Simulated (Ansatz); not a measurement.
# BH4NS (SMILES NBS): single points off equilibrium

The task here is to estimate one member of a computed series from the others.

Computed with Ansatz 0.2.0, Gaussian basis. Level: single points in def2-TZVPP.

Correlated methods freeze the cores. B3LYP uses VWN-RPA correlation.

## Where the work starts

SMILES `NBS`, 7 atoms, charge 0, spin multiplicity 1.

Atoms are counted from 1 here; the program's logs count them from 0.

Bond lengths: N1–B2 1.366 Å, N1–H4 1.081 Å, N1–H5 1.114 Å, B2–S3 1.870 Å, B2–H6 1.255 Å, S3–H7 1.358 Å. Angles: B2–N1–H4 132.0°, B2–N1–H5 119.2°, H4–N1–H5 108.7°, N1–B2–S3 119.1°, N1–B2–H6 127.0°, S3–B2–H6 113.6°, B2–S3–H7 97.1°.

As a file:

```xyz
7

N    -0.5953    0.3679   -0.5922
B     0.0205    0.2873    0.6247
S     1.3629   -0.9884    0.8828
H    -0.4016   -0.1255   -1.5347
H    -1.4305    1.0923   -0.7326
H    -0.2874    0.9108    1.6693
H     1.3073   -1.5425   -0.3561
```

The first run:

Input file run/in.yaml:

```yaml
crystal:
  periodic: [false, false, false]
  atoms:
    - {symbol: N, position_ang: [-0.595300, 0.367900, -0.592200]}
    - {symbol: B, position_ang: [0.020500, 0.287300, 0.624700]}
    - {symbol: S, position_ang: [1.362900, -0.988400, 0.882800]}
    - {symbol: H, position_ang: [-0.401600, -0.125500, -1.534700]}
    - {symbol: H, position_ang: [-1.430500, 1.092300, -0.732600]}
    - {symbol: H, position_ang: [-0.287400, 0.910800, 1.669300]}
    - {symbol: H, position_ang: [1.307300, -1.542500, -0.356100]}
basis:
  gaussian: {orbitals: def2-TZVPP}
correlation: {method: ccsd_t}
output: {forces: true}
```

No record of the launch command was kept for these runs.

Steps of the session up to this table: CCSD(T)/def2-TZVPP; PBE0-D4/def2-TZVPP; wB97M-V/def2-TZVPP; r2SCAN-D4/def2-TZVPP; PBE-D4/def2-TZVPP; B3LYP-D4/def2-TZVPP; BLYP-D4/def2-TZVPP.

One table of the session follows, with a row left open; its other results are not shown here.

```
   method  RMS force component (eV/Å)  angle to CCSD(T) forces (°)  dipole (D)
  CCSD(T)                       1.686                    reference        3.17
  PBE0-D4                       1.626                          3.8        3.20
  wB97M-V                       1.650                          2.5        3.19
r2SCAN-D4                       1.604                          2.5        3.20
   PBE-D4                       1.515                          4.3        3.14
 B3LYP-D4                           ?                            ?           ?
  BLYP-D4                       1.512                          4.3        3.08
```

Q: Estimate the row for B3LYP-D4 from the others.

**Answer.** RMS force component (eV/Å): 1.601; angle to CCSD(T) forces (°): 2.7; dipole (D): 3.14. In the column «RMS force component (eV/Å)» it lies between PBE-D4 (1.515) and r2SCAN-D4 (1.604).
